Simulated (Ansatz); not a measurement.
Basis-set extrapolation for C3H7Cl, SMILES `CCCCl` (PBE0-D4/def2-TZVP geometry, frozen core, Ansatz). Multiplicity 1, RHF reference.

|  | def2-TZVPP | def2-QZVPP |
| --- | --- | --- |
| HF | -577.241446 | -577.259918 |
| MP2 correlation | -0.721703 | -0.774671 |
| CCSD(T) correlation | -0.803184 | not run |

Energies in hartree. Use E(X) = E(∞) + A·exp(−7.88·√X) for Hartree–Fock and E(X) = E(∞) + B·X^(−2.97) for correlation, with X = 3 and 4, and add CCSD(T) minus MP2 of the smaller set to the MP2 limit.

What is the CCSD(T) energy at the basis-set limit?

HF limit: -577.259918 + (-0.018472) × 0.13774 = -577.26246. MP2 limit: -0.774671 + (-0.052968) × 0.74074 = -0.81391. Higher-order term: -0.803184 − (-0.721703) = -0.08148. Total: -578.15785 hartree, 3.08 eV below CCSD(T)/def2-TZVPP.
